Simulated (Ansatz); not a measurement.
This geometry of H₃O (4 atoms, charge 1, multiplicity 1) is a first-order saddle point.

Method: RKS PBE0-D4/def2-TZVP in Ansatz.

```xyz
4
Properties=species:S:1:pos:R:3
O 0.000 0.000 0.000
H 0.293 0.927 -0.004
H -0.356 -0.401 -0.811
H 0.063 -0.526 0.815
```

**Question.** Which two structures does it join? (They come from a converged band through this point; their orientation in space is the band's.)

**Answer.** No bond is made or broken. The height of O1 over the plane of its neighbours goes from -0.26 to 0.26 Å. The two ends are copies of one structure, up to a mirror image or an exchange of like atoms.

Image 0:

```xyz
4
Properties=species:S:1:pos:R:3
O 0.181 -0.056 -0.052
H 0.219 0.919 0.015
H -0.409 -0.368 -0.768
H 0.008 -0.494 0.805
```

Image 8:

```xyz
4
Properties=species:S:1:pos:R:3
O -0.181 0.056 0.052
H 0.340 0.881 -0.020
H -0.288 -0.406 -0.803
H 0.129 -0.531 0.770
```

**Question.** How far does it lie above each of them?

**Answer.** 0.057 eV above the first and 0.057 eV above the second. This is the barrier of this one path; another mechanism may lie lower. Limits of this set-up: the dipole of an ion depends on the origin.

Run time: 18 s on 1 thread of Arm Neoverse V1 (shared host), peak memory 0.08 GiB.
